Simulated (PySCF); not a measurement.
Molfile (atoms numbered from 1):
```
C3H9O
     RDKit          3D

 13 12  0  0  0  0  0  0  0  0999 V2000
   -1.0742   -0.6906   -0.6321 C   0  0  0  0  0  0  0  0  0  0  0  0
    0.0975    0.1144   -0.3015 O   0  0  0  0  0  0  0  0  0  0  0  0
    1.2688   -0.6400    0.1363 C   0  0  0  0  0  0  0  0  0  0  0  0
   -0.1759    1.3352    0.4495 C   0  0  0  0  0  0  0  0  0  0  0  0
   -1.4809   -1.1336    0.2879 H   0  0  0  0  0  0  0  0  0  0  0  0
   -1.7928   -0.0167   -1.1103 H   0  0  0  0  0  0  0  0  0  0  0  0
   -0.7389   -1.4569   -1.3388 H   0  0  0  0  0  0  0  0  0  0  0  0
    1.4491   -1.4078   -0.6234 H   0  0  0  0  0  0  0  0  0  0  0  0
    1.0676   -1.0809    1.1229 H   0  0  0  0  0  0  0  0  0  0  0  0
    2.1032    0.0685    0.1709 H   0  0  0  0  0  0  0  0  0  0  0  0
   -0.5213    1.0706    1.4590 H   0  0  0  0  0  0  0  0  0  0  0  0
    0.7601    1.9027    0.4771 H   0  0  0  0  0  0  0  0  0  0  0  0
   -0.9405    1.8840   -0.1110 H   0  0  0  0  0  0  0  0  0  0  0  0
  1  2  1  0
  2  3  1  0
  2  4  1  0
  1  5  1  0
  1  6  1  0
  1  7  1  0
  3  8  1  0
  3  9  1  0
  3 10  1  0
  4 11  1  0
  4 12  1  0
  4 13  1  0
M  CHG  1   2   1
M  END
```

Geometry: PBE0-D3(BJ)/def2-SVP; GIAO shifts from PySCF 2.14.0 with density-fitted response routines, gas phase, non-relativistic, averaged over equivalent atoms.

At PBE0/pcSseg-1 (113 basis functions, 9.7 s wall time on 1 thread of an Arm Neoverse V1, shared host):
```csv
atoms,δ (ppm)
C1/C3/C4,78.6
O2,20.3
H5/H6/H7/H8/H9/H10/H11/H12/H13,4.36
```

Shifts are taken against calculated references (same method and geometry level): 13C (σref 184.41) and 1H (σref 31.27) against TMS; 17O (σref 334.56) vs H2O.

**Question.** Estimate the result of repeating the calculation with mPW1PW91/pcSseg-2.

**Answer.** 
| atoms | δ at mPW1PW91/pcSseg-2 | change |
| --- | --- | --- |
| C1/C3/C4 | 80.7 | +2.1 |
| O2 | 16.9 | -3.4 |
| H5/H6/H7/H8/H9/H10/H11/H12/H13 | 4.33 | -0.03 |

Scale: TMS for 13C (σ = 183.53 ppm) and 1H (σ = 31.29 ppm); 17O (σ = 327.10 ppm) vs H2O (reference shieldings calculated alike).

The largest change is at O2 (oxygen bonded to 3 C). Cost: 270 basis functions, 24 s wall time on 1 thread of an Arm Neoverse V1, shared host.

Experimental scales use liquid or dissolved standards, which lie at an offset from isolated H2O (liquid H2O: subtract about 36 ppm).
